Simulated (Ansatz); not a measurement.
# BFH4Si: one species, many methods

An exercise on one series of results from a longer session: the logs are not shown, and one member is left open.

Method: functionals in def2-TZVPP, the program's frozen cores in correlated methods; program: Ansatz 0.2.0, Gaussian basis.

Plan: LDA (SPW92), PBE-D4, revPBE-D4, BLYP-D4, r2SCAN-D4, B97M-V, PBE0-D4, B3LYP-D4, r2SCANh-D4, r2SCAN0-D4, HSE06-D4, BHLYP-D4, CAM-B3LYP-D4, LC-ωPBE, ωB97X-V, ωB97M-V, B2PLYP, PBE-QIDH; CCSD(T)/def2-SVP; CCSD(T)/def2-TZVPP; MP2/def2-QZVPP; extrapolation to the limit; RPA on PBE.

**Structure used throughout**

The geometry comes from an earlier relaxation with PBE0-D4 in a triple-zeta def2 set; it is a stationary point, not always the lowest conformer.

SMILES `B[SiH2]F`, 7 atoms, charge 0, spin multiplicity 1.

Atoms are counted from 1 here; the program's logs count them from 0.

Bond lengths: B1–Si2 2.000 Å, B1–H4 1.194 Å, B1–H5 1.197 Å, Si2–F3 1.607 Å, Si2–H6 1.490 Å, Si2–H7 1.490 Å. Angles: Si2–B1–H4 124.1°, Si2–B1–H5 118.1°, H4–B1–H5 117.8°, B1–Si2–F3 113.6°, B1–Si2–H6 110.0°, B1–Si2–H7 109.9°, F3–Si2–H6 107.3°, F3–Si2–H7 107.3°, H6–Si2–H7 108.5°.

As a file:

```
B    -0.9459    0.2556   -0.6904
Si    0.6392   -0.1871    0.4459
F     0.7880   -1.7555    0.7607
H    -1.7176   -0.5542   -1.1083
H    -1.1348    1.4037   -0.9714
H     0.5422    0.5204    1.7536
H     1.8901    0.2492   -0.2361
```

The first run:

The input, in.yaml:

```yaml
crystal:
  periodic: [false, false, false]
  atoms:
    - {symbol: B, position_ang: [-0.945934, 0.255563, -0.690372]}
    - {symbol: Si, position_ang: [0.639184, -0.187090, 0.445913]}
    - {symbol: F, position_ang: [0.788016, -1.755477, 0.760733]}
    - {symbol: H, position_ang: [-1.717605, -0.554227, -1.108295]}
    - {symbol: H, position_ang: [-1.134765, 1.403732, -0.971403]}
    - {symbol: H, position_ang: [0.542185, 0.520404, 1.753641]}
    - {symbol: H, position_ang: [1.890119, 0.249196, -0.236117]}
basis:
  gaussian: {orbitals: def2-TZVPP}
hamiltonian: {xc: lda}
output: {orbitals: {seedname: orbitals}}
```

Launch:

```
ansatz run in.yaml --threads 2 --pin off --events-out ev --progress --plain --max-ram 4352MiB
```

Steps of the session up to this table: LDA; PBE-D4 (GGA); revPBE-D4 (GGA); BLYP-D4 (GGA); r2SCAN-D4 (meta-GGA); B97M-V (meta-GGA); PBE0-D4 (hybrid); B3LYP-D4 (hybrid); r2SCANh-D4 (hybrid); r2SCAN0-D4 (hybrid); HSE06-D4 (hybrid); BHLYP-D4 (hybrid); CAM-B3LYP-D4 (range-separated); LC-ωPBE (range-separated); ωB97X-V (range-separated); ωB97M-V (range-separated); B2PLYP (double hybrid); PBE-QIDH (double hybrid).

One of the session's tables, all rows but one given; the rest of the session is left out.

It belongs to the step «Frontier levels by functional». 

| functional | HOMO (eV) | LUMO (eV) | gap (eV) |
| --- | --- | --- | --- |
| LDA (SPW92) | -7.30 | -3.98 | 3.31 |
| PBE-D4 | -7.22 | -3.71 | 3.51 |
| revPBE-D4 | -7.19 | -3.60 | 3.59 |
| BLYP-D4 | -7.14 | -3.54 | 3.60 |
| r2SCAN-D4 | -7.52 | -3.36 | 4.15 |
| B97M-V | -7.62 | -3.53 | 4.10 |
| PBE0-D4 | -8.52 | -2.70 | 5.82 |
| B3LYP-D4 | -8.34 | -2.91 | 5.43 |
| r2SCANh-D4 | -7.99 | -3.02 | 4.98 |
| r2SCAN0-D4 | -8.71 | -2.50 | 6.21 |
| HSE06-D4 | -8.12 | -3.09 | 5.03 |
| BHLYP-D4 | -9.76 | -1.62 | 8.13 |
| CAM-B3LYP-D4 | -9.92 | -1.56 | 8.36 |
| LC-ωPBE | ? | ? | ? |
| ωB97X-V | -10.92 | -0.45 | 10.47 |
| ωB97M-V | -10.71 | -0.71 | 10.00 |

Estimate the missing values for LC-ωPBE.

**Answer.** HOMO (eV): -11.27; LUMO (eV): -0.35; gap (eV): 10.92. In the column «HOMO (eV)» it is the lowest.
